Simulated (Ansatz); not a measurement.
Predict the output of the script below (the Ansatz DFT code, driven from Python).

`md_chf2.py`
```python
'''Molecular dynamics of one CHF2 molecule.'''

import warnings

import ansatz as az
import numpy as np

BASIS = '6-31G*'
FUNCTIONAL = 'PBE0'
N_STEPS = 20
TEMPERATURE_K = 800

warnings.simplefilter('ignore', az.DeckWarning)

geometry_ang = [
    ('F', [-1.21764, 0.2629, -0.13551]),
    ('C', [0.04447, 0.06835, 0.22048]),
    ('F', [0.43224, -1.17588, -0.02279]),
    ('H', [0.74094, 0.84463, -0.06218]),
]
geometry = az.Crystal.molecule()
for symbol, xyz in geometry_ang:
    geometry = geometry.atom(symbol, xyz)

job = (
    geometry.calculation()
    .basis(gaussian=BASIS)
    .functional(FUNCTIONAL)
    .spin('collinear', total=1)
    .md('nvt_langevin', timestep=1.0, steps=N_STEPS, temperature=TEMPERATURE_K, initial_velocities='maxwell_boltzmann', seed=66, friction=0.02)
)
frames = []
job.session().plan().execute(on_event=lambda e: frames.append(e['data']) if e['event'] == 'md_step' else None)
print('t (fs)   E_pot (eV)      E_kin (eV)   T (K)   d(0-1) (A)')
for f in frames[::2]:
    xyz = np.array(f['positions_ang'])
    print(f'{f["time_fs"]:6.2f} {f["lagrangian_ev"]:14.5f} {f["e_kin_ev"]:10.5f} {f["temperature_k"]:8.1f} {np.linalg.norm(xyz[0] - xyz[1]):9.4f}')
print('mean temperature', round(float(np.mean([f['temperature_k'] for f in frames])), 1), 'K')
```

Running `python md_chf2.py` prints:
```text
t (fs)   E_pot (eV)      E_kin (eV)   T (K)   d(0-1) (A)
  0.00    -6478.31171    0.31022    600.0    1.3257
  2.00    -6478.21171    0.21610    418.0    1.3622
  4.00    -6478.13211    0.13538    261.8    1.3904
  6.00    -6478.18743    0.22313    431.5    1.4051
  8.00    -6478.13914    0.25645    496.0    1.4077
 10.00    -6478.18746    0.21982    425.1    1.3918
 12.00    -6478.23845    0.23467    453.9    1.3682
 14.00    -6478.17831    0.22513    435.4    1.3471
 16.00    -6478.25403    0.29859    577.5    1.3294
 18.00    -6478.22754    0.23887    462.0    1.3172
 20.00    -6478.23712    0.27439    530.7    1.3099
mean temperature 462.9 K
```

Caveats:
- Total energies depend on the basis set; only differences at equal settings carry meaning.
- The trajectory is only some femtoseconds long, so its temperature is not equilibrated; where the script doesn't relax first, it starts from a rough generated geometry.
- The species is open-shell (spin multiplicity 2).
- The printed temperature counts all 3N degrees of freedom under Langevin dynamics, so the first row lies under the target.
- With hydrogen a step over 0.5 fs is long.
- Wall time of the script: 21 s on 1 thread of Intel(R) Xeon(R) Platinum 8488C (Sapphire Rapids) (shared host), peak memory 0.18 GiB.

(Lines on the test bed's own set-up are left out of the output.)
